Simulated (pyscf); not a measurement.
A first-order saddle from PySCF, ωB97X-D3(BJ)/def2-SVP:

```xyz
8

O     -1.6564    -0.3283     0.9211
Ta     0.0339     0.0557     0.1689
Cl     1.0699     2.0435     0.6030
Cl    -1.3453     1.0112    -1.4429
Cl     0.9793    -1.3719    -1.3415
Cl     1.0474    -0.9940     1.9668
H     -1.8086    -0.9982     2.0946
H     -1.6693    -1.4203     2.8143
```
Charge 0, spin multiplicity 2.

Surface: doublet, charge 0. Lowest wavenumbers (cm⁻¹): 1217i, 66, 84, 141, 145.

Q: What reaction is this the transition state of?

A: HO–Ta(Cl)(Cl)(Cl)–Cl (SMILES [OH][Ta]([Cl])([Cl])([Cl])[Cl]) + H• (SMILES [H]) <-> [O–Ta(Cl)(Cl)(Cl)–Cl]• (SMILES [O][Ta]([Cl])([Cl])([Cl])[Cl]) + H₂ (SMILES [H][H]), a hydrogen abstraction read from left to right: H–O broken and H–H formed. At ωB97M-D3(BJ)/def2-TZVP it lies +0.79 eV from the left side and +0.48 eV from the right (each side as separated species at their lowest minima found). This is the saddle that the search found; another between the same sides may lie lower. The angle at the transferred H is 164°. Open-shell species with a d-block atom are single-reference here; other states, and whether the spin sits on metal or ligand, were not checked. Elements past Kr carry the def2 core potentials, without spin-orbit coupling.
